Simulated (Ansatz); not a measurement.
# H₂OSi, SMILES O[SiH]: vertical and adiabatic energies of changing the electron count

Computed with Ansatz 0.2.0 through its Python package.

Typed at the interpreter:
```pycon
>>> import itertools
>>> import ansatz as az
>>> from ase.data import atomic_numbers, covalent_radii
>>> import numpy as np
>>> geometry_ang = [
...     ("O", [0.1394, -0.8436, 0.2881]),
...     ("Si", [0.117, 0.8056, -0.1355]),
...     ("H", [0.7671, -1.1322, 0.8346]),
...     ("H", [-0.9681, 1.11, -1.0075]),
... ]
>>> molecule = az.Crystal.molecule()
>>> for symbol, xyz in geometry_ang:
...     molecule = molecule.atom(symbol, xyz)
...
>>> job = (
...     molecule.calculation()
...     .basis(gaussian="6-31G*")
...     .functional("pbe")
... )
>>> symbols = [site.symbol for site in molecule.cartesian_sites]
>>> start = np.array([site.position_ang for site in molecule.cartesian_sites], dtype=float)
>>> summary = job.relax(force_tolerance=0.01).run().report
>>> end = np.array(summary["positions_ang"])
>>> minimum = az.Crystal.molecule()
>>> for symbol, place in zip(symbols, end):
...     minimum = minimum.atom(symbol, place.tolist())
...
>>> ion = (
...     minimum.calculation()
...     .basis(gaussian="6-31G*")
...     .functional("pbe")
...     .charge(1)
...     .spin("collinear", total=1)
... )
>>> vertical = ion.run().report
>>> settled = ion.relax(force_tolerance=0.01, max_steps=80).run().report
>>> print(f"vertical ionisation energy   {vertical['free_energy_ev'] - summary['free_energy_ev']:.3f} eV")
vertical ionisation energy   8.876 eV
>>> print(f"adiabatic, no zero point     {settled['free_energy_ev'] - summary['free_energy_ev']:.3f} eV")
adiabatic, no zero point     8.549 eV
>>> print(f"relaxation energy of the ion {vertical['free_energy_ev'] - settled['free_energy_ev']:.3f} eV")
relaxation energy of the ion 0.327 eV
>>> ionised = np.array(settled["positions_ang"])
>>> # pairs closer than 1.2 times the sum of covalent radii, before or after
>>> radius = [covalent_radii[atomic_numbers[s]] for s in symbols]
>>> span = lambda where, i, j: np.linalg.norm(where[i] - where[j])
>>> bonded = [(i, j) for i, j in itertools.combinations(range(len(symbols)), 2) if min(span(end, i, j), span(ionised, i, j)) < 1.2 * (radius[i] + radius[j])]
>>> print("pair        before    after (A)")
pair        before    after (A)
>>> for i, j in bonded:
...     print(f"{symbols[i]}{i}-{symbols[j]}{j}".ljust(10), f"{span(end, i, j):8.4f} {span(ionised, i, j):8.4f}")
...
O0-Si1       1.6948   1.6076
O0-H2        0.9794   0.9848
Si1-H3       1.5487   1.5224
```

Reading the output:
- The settings weren't tested for convergence.
- The energies are electronic: no zero-point or thermal terms, and the basis set is short of its limit. The product may relax into another structure. Each relaxation finds its nearest minimum, which needn't be the lowest.
- Finished in 20 s on 1 thread of Arm Neoverse N1, with other jobs on the host, peak memory 0.18 GiB.
